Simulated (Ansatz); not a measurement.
The inner images of a band of H₅S₂Si (8 atoms, charge 1, multiplicity 1) are given out of order.

Computed with Ansatz 0.2.0, RKS PBE-D4/6-31G*.

Image 0:

```xyz
8
Properties=species:S:1:pos:R:3
Si -0.874 1.184 -0.578
S 0.233 0.239 1.126
S 0.950 -1.523 0.211
H -1.967 0.255 -0.982
H 0.110 1.458 -1.662
H -1.326 2.389 0.174
H 2.269 -1.521 0.585
H 0.604 -2.482 1.127
```

Image 6:

```xyz
8
Properties=species:S:1:pos:R:3
Si -0.831 1.007 -0.500
S 0.541 -0.185 0.915
S 1.221 -1.768 -0.304
H -1.663 -0.031 -1.166
H 0.193 1.669 -1.346
H -1.533 1.865 0.493
H 2.477 -1.747 0.226
H -0.405 -0.809 1.683
```

Task: Put them in order from the first end to the last, with their energies above the first end.
A.
```xyz
8
Properties=species:S:1:pos:R:3
Si -0.861 1.104 -0.490
S 0.543 0.145 1.005
S 1.221 -1.649 -0.157
H -1.825 0.041 -0.888
H 0.018 1.591 -1.585
H -1.403 2.151 0.420
H 2.198 -1.962 0.746
H 0.108 -1.421 0.949
```
B.
```xyz
8
Properties=species:S:1:pos:R:3
Si -0.864 1.030 -0.487
S 0.532 -0.199 0.893
S 1.423 -1.613 -0.398
H -1.848 0.029 -0.975
H 0.106 1.546 -1.486
H -1.376 2.012 0.506
H 2.460 -1.843 0.458
H -0.433 -0.962 1.489
```
C.
```xyz
8
Properties=species:S:1:pos:R:3
Si -0.848 1.188 -0.566
S 0.511 0.379 1.027
S 0.999 -1.487 0.172
H -1.797 0.087 -0.896
H -0.017 1.622 -1.722
H -1.440 2.290 0.241
H 2.228 -1.709 0.733
H 0.364 -2.369 1.011
```
D.
```xyz
8
Properties=species:S:1:pos:R:3
Si -0.887 1.084 -0.484
S 0.565 -0.070 0.928
S 1.449 -1.584 -0.347
H -1.854 0.030 -0.876
H 0.018 1.572 -1.558
H -1.389 2.123 0.456
H 2.267 -1.975 0.671
H -0.169 -1.180 1.210
```
E.
```xyz
8
Properties=species:S:1:pos:R:3
Si -0.840 1.127 -0.517
S 0.633 0.388 0.973
S 1.118 -1.501 0.024
H -1.778 0.016 -0.874
H -0.029 1.607 -1.663
H -1.445 2.168 0.358
H 2.179 -1.893 0.803
H 0.163 -1.911 0.896
```

Result: C (+0.02 eV), E (+0.40 eV), A (+1.13 eV), D (+0.31 eV), B (-0.16 eV).

Time of the run: 120 s on 1 thread of Intel(R) Xeon(R) Platinum 8259CL CPU @ 2.50GHz (Skylake/Cascade Lake), with other jobs on the host, peak memory 0.14 GiB.
